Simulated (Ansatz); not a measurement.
## Vanadium (bcc) across density functionals

All rows: Ansatz, plane waves with scalar-relativistic PAW, 420 eV (500 eV for the SCAN forms), relaxed under each functional, no dispersion correction, no zero-point motion. B₀ comes from uniform scaling at fixed shape; a dash is a value not given.

The measured cell (COD entry 9008557) has a = 3.024 Å, 13.83 Å³/atom.

```tsv
functional	V (Å³/atom)	cell	B₀ (GPa)	magnetic state
PBE	13.48	a = 2.998 Å	182	spin not included
r²SCAN	13.28	a = 2.984 Å	193	spin not included
PBEsol	12.96	a = 2.960 Å	197	spin not included
LDA	12.54	a = 2.927 Å	210	spin not included
revPBE	13.71	a = 3.016 Å	174	spin not included
RPBE	13.81	a = 3.022 Å	172	spin not included
BLYP	13.86	a = 3.027 Å	169	spin not included
```

LDA gives the smallest volume and BLYP the largest.
